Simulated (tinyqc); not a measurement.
UKS/LDA (VWN5) in the sto-3g basis, for BH, spin multiplicity 3, step by step. One step of it, computed by the program tinyqc.

Question. Iteration 2: DIIS coefficients. Solve [B -1; -1 0][c; lambda] = [0; -1] for the coefficients, which sum to one.

B (overlaps of the stored error matrices):
```
                1               2
1   5.1626293e-02  -4.1106807e-02
2  -4.1106807e-02   8.2514034e-02
```

Give: DIIS coefficients.

Answer.

DIIS coefficients: 0.571  0.429
